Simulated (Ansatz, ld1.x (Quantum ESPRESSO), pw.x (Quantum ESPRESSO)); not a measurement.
## From atom to crystal: TM potential for In (Z = 49)

indium (In), norm-conserving Troullier–Martins (Kleinman–Bylander form), made with ld1.x (Quantum ESPRESSO) 7.5 (PBEsol, scalar-relativistic). Core [Kr], reference 4d10 5s2 5p1. Waves: 5p (bound): rc 3.15 bohr; 4d (bound): rc 1.20 bohr; 5s (bound): rc 1.65 bohr. Local part: the s channel. Core correction: a·sin(br)/r model core, default radius (core density twice the valence density).

Crystal test: sc In in pw.x 7.5, no spin, 11³ k-points, Fermi–Dirac smearing 0.01 Ry, cutoffs 170/680 Ry. The reference is all-electron LAPW (Ansatz 0.2.0) with the same functional, mesh and smearing; V0 and B0 come from Birch–Murnaghan fits to the pressures at five volumes. Errors are pseudo minus all-electron; Δ is the rms difference of the E(V) curves that follow from these fits, minima aligned, over ±6 % about the mean V0. Mesh and smearing are coarse, so the numbers serve the comparison and aren't converged zero-temperature values; the lattice is a test structure that the element need not adopt.

All-electron: a0 = 3.017 Å (V0 = 27.46 Å³/atom), B0 = 38.3 GPa.

Q: How far does the potential miss the all-electron equation of state?

A: mean pressure error (GPa): +0.59; a0 (Å): 3.032; a0 error (%): +0.49; B0 error (%): +0.5; Δ (meV/atom): 3.5. The largest radius (3.15 bohr) exceeds half the bond length (2.85 bohr), so the spheres overlap, which is one possible source of error among others. This is a poor potential for the solid.

```
V (Å³/atom)  P all-electron (GPa)  P pseudo (GPa)
     26.200                  2.03            2.78
     26.890                  0.85            1.51
     27.579                 -0.16            0.42
     28.268                 -1.03           -0.53
     28.958                 -1.78           -1.33
```

Q: At the middle volume, how do free energy and pressure move when the wave cutoff is lowered (ecutrho kept at four times it)?

A:

| cutoff (Ry) | shift of F (meV/atom) | shift of P (GPa) |
| --- | --- | --- |
| 76 | +682.5 | -26.71 |
| 102 | +18.2 | -0.06 |
| 136 | +7.1 | -0.08 |

The run at the middle volume (56 k-points, 7 iterations) took about 50 s on one core of a shared host (Neoverse-V1, 32 threads, 247 GiB, load 20).
